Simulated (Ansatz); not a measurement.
A nudged elastic band was laid between two geometries of H2 + HO2 (5 atoms, charge 0, multiplicity 2).

Computed with Ansatz 0.2.0, UKS r2SCAN-D4/def2-SVP.

```json
{
 "movable images": "5",
 "climbing image": "yes",
 "spring": "5.0 eV/Å²",
 "optimiser": "quadratic models (default)",
 "start path": "through a guess of the saddle point",
 "force threshold": "0.05 eV/Å",
 "iteration limit": "60",
 "end points": "relaxed"
}
```

Initial state:

```xyz
5
Properties=species:S:1:pos:R:3
H 0.007 -1.298 1.163
H 0.278 -1.721 1.733
O -0.723 0.236 -0.751
O 0.295 1.073 -0.707
H 0.142 1.711 -1.438
```

Final state:

```xyz
5
Properties=species:S:1:pos:R:3
H -0.103 -0.948 0.771
H 0.541 -0.882 1.175
O -1.032 0.247 -0.978
O 0.041 0.995 -0.854
H 0.552 0.588 -0.114
```

Q: Which bonds break or form, and what moves?

A: No bond is made or broken.

Q: What energy profile does the band end with?

A: The run converged. The highest image is number 1 of 0 to 6, 0.5 kcal/mol above the first end and 1.9 kcal/mol above the last; the last end lies 1.4 kcal/mol below the first. A vibrational analysis at the climbing image gives one clearly imaginary mode, 148i cm⁻¹: a first-order saddle point.

| image | path coordinate (Å) | energy (kcal/mol) |
| --- | --- | --- |
| 0 | 0.00 | 0.0 |
| 1 | 0.96 | 0.5 |
| 2 | 1.34 | 0.2 |
| 3 | 1.72 | -0.2 |
| 4 | 2.10 | -0.5 |
| 5 | 2.48 | -1.0 |
| 6 | 2.86 | -1.4 |

Q: What is the geometry of the highest image?

A: 
```xyz
5
Properties=species:S:1:pos:R:3
H 0.029 -1.211 1.084
H 0.458 -1.623 1.555
O -0.942 0.298 -0.786
O -0.148 1.336 -0.617
H 0.602 1.200 -1.236
```

Q: What are the harmonic wavenumbers there?

A: 148i, 44, 145, 226, 244, 1172, 1447, 3557, 4383 cm⁻¹.

The band took 25 iterations and roughly 4 core-minutes.

Time of the run: 7.2 min on 1 CPU thread of a shared host.
